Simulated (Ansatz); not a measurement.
**CHOS radical (SMILES O=C[S]): single points off equilibrium**

One table from this session's results is given with a row withheld; the runs are named, their logs left out.

Method: single points in def2-TZVPP; program: Ansatz 0.2.0, Gaussian basis.

Cores are frozen in the correlated methods. Orbitals are unrestricted.

## Starting geometry

SMILES `O=C[S]`, 4 atoms, charge 0, spin multiplicity 2.

Atoms are counted from 1 here; the program's logs count them from 0.

Bond lengths: O1–C2 1.200 Å, C2–S3 1.684 Å, C2–H4 1.128 Å. Angles: O1–C2–S3 137.4°, O1–C2–H4 119.3°, S3–C2–H4 103.3°.

Coordinates:

```xyz
4

O    -0.9330    0.5116    0.8344
C    -0.1110    0.0868    0.0707
S     1.0831   -1.1003    0.0689
H    -0.0388    0.5295   -0.9640
```

Set-up of the first run:

run/in.yaml reads:

```yaml
crystal:
  periodic: [false, false, false]
  atoms:
    - {symbol: O, position_ang: [-0.933000, 0.511600, 0.834400]}
    - {symbol: C, position_ang: [-0.111000, 0.086800, 0.070700]}
    - {symbol: S, position_ang: [1.083100, -1.100300, 0.068900]}
    - {symbol: H, position_ang: [-0.038800, 0.529500, -0.964000]}
basis:
  gaussian: {orbitals: def2-TZVPP}
magnetization: {spin_polarized: true, initial_magnetization: 1}
correlation: {method: ccsd_t}
scf: {omitted_lower_state_checks: [cluster_reference]}
output: {forces: true}
```

The command line of these runs was not kept.

Among the steps run: CCSD(T)/def2-TZVPP; PBE0-D4/def2-TZVPP; wB97M-V/def2-TZVPP; r2SCAN-D4/def2-TZVPP; PBE-D4/def2-TZVPP; wB97X-V/def2-TZVPP; HSE06-D4/def2-TZVPP.

One table of the session follows, with a row left open; its other results are not shown here.

| method | RMS force component (eV/Å) | angle to CCSD(T) forces (°) | dipole (D) |
| --- | --- | --- | --- |
| CCSD(T) | 0.685 | reference | 2.10 |
| PBE0-D4 | 0.483 | 38.6 | 2.11 |
| wB97M-V | ? | ? | ? |
| r2SCAN-D4 | 0.303 | 36.3 | 1.85 |
| PBE-D4 | 0.423 | 66.8 | 1.61 |
| wB97X-V | 0.589 | 23.4 | 2.22 |
| HSE06-D4 | 0.474 | 38.5 | 2.10 |

**Question.** Estimate the row for wB97M-V.

**Answer.** RMS force component (eV/Å): 0.588; angle to CCSD(T) forces (°): 29.1; dipole (D): 2.21. In the column «RMS force component (eV/Å)» it lies between PBE0-D4 (0.483) and wB97X-V (0.589).
